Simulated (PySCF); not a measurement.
# Nitrogen: a sound run and one with changed settings

Sound run: N [He] 2s2 2p3, N⁺ [He] 2s2 2p2. Calculation: PySCF 2.14, in cc-pVTZ-DK; scalar relativity by spin-free X2C-1e. In the sound run the correlated levels freeze 1s2. The sound run starts from symmetry-adapted Hartree-Fock orbitals and uses a fine grid where one is needed.

Changed run: basis STO-3G, all-electron and non-relativistic. This setting is unsound on purpose.

```json
{"species": "N", "method": "UHF", "sound run (hartree)": "-54.42989", "changed run (hartree)": "-53.71901", "converged": "yes"}
{"species": "N", "method": "M06-L", "sound run (hartree)": "-54.62531", "changed run (hartree)": "-53.88929", "converged": "yes"}
{"species": "N", "method": "B3LYP", "sound run (hartree)": "-54.63172", "changed run (hartree)": "-53.88618", "converged": "yes"}
{"species": "N", "method": "MP2", "sound run (hartree)": "-54.52586", "changed run (hartree)": "-53.71901", "converged": "yes"}
{"species": "N⁺", "method": "UHF", "sound run (hartree)": "-53.91964", "changed run (hartree)": "-53.24264", "converged": "yes"}
{"species": "N⁺", "method": "M06-L", "sound run (hartree)": "-54.08602", "changed run (hartree)": "-53.37747", "converged": "yes"}
{"species": "N⁺", "method": "B3LYP", "sound run (hartree)": "-54.09404", "changed run (hartree)": "-53.39262", "converged": "yes"}
{"species": "N⁺", "method": "MP2", "sound run (hartree)": "-53.99117", "changed run (hartree)": "-53.25331", "converged": "yes"}
{"species": "N⁺", "method": "CCSD(T)", "sound run (hartree)": "-54.01378", "changed run (hartree)": "-53.26332", "converged": "yes"}
```

Ionisation energy of N:

```
 method  sound run (eV)  changed run (eV)
    UHF          13.884            12.963
  M06-L          14.675            13.927
  B3LYP          14.631            13.431
    MP2          14.550            12.672
SCS-MP2          14.295            12.614
```

A minimal basis cannot let orbitals breathe on ionisation and holds almost no correlation. The Hamiltonian changed with the basis, so the totals do not compare.

For comparison, NIST gives 14.534 eV between the lowest levels.
